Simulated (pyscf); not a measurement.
**Routes from HO–Ga [singlet] + water (H₂O)**

Candidate steps break at most two bonds and form at most two. Each was searched with GFN2-xTB (tblite) first. Optimised with ωB97X-D3(BJ)/def2-SVP in PySCF. Correlated levels are frozen-core, on RHF or UHF. ΔMP2 is the change of the MP2 total energy from the triple- to the quadruple-zeta basis. Energies: CCSD(T)/def2-TZVPP + ΔMP2(QZVPP), eV, from the separated reactants, singlet surface; ΔG‡ with ideal gas, 1 atm, RRHO with modes under 100 cm⁻¹ raised to 100, one conformer, R ln 2 for chiral ones without a mode under 150 cm⁻¹.

```csv
products,type,ΔE‡,ΔE,ΔG‡ 298 K,ΔG‡ 900 K,ν‡ (cm⁻¹)
HO–Ga [singlet] + H₂O,four-centre exchange,1.78,0.00,2.11,2.98,2237i
HO–GaH–OH,insertion,1.80,-0.73,2.10,2.90,1458i
```

Row 1: On the reactant side the descent ends in a complex (not fully relaxed), 0.22 eV under the separated species and 1.91 eV under the saddle at ωB97X-D3(BJ)/def2-TZVP. On the product side the descent ends in a complex, 0.22 eV under the separated species and 1.91 eV under the saddle at ωB97X-D3(BJ)/def2-TZVP. Row 2: On the reactant side the descent ends in a bound adduct, 0.48 eV under the separated species and 2.25 eV under the saddle at ωB97X-D3(BJ)/def2-TZVP. 

Plain bond fissions and candidates not yet searched are not listed, and one of them may be faster. Each barrier is that of the saddle found; lower ones may exist. The CCSD(T) − MP2 part came from Ansatz, without density fitting, on the same reference. The frozen core leaves the outer d or s,p core shells of the metals and heavy elements correlated in the MP2 and CC values, and def2-TZVPP describes them poorly, which can shift differences by a few kcal/mol. Elements up to Kr have no core potential and no relativistic terms here.
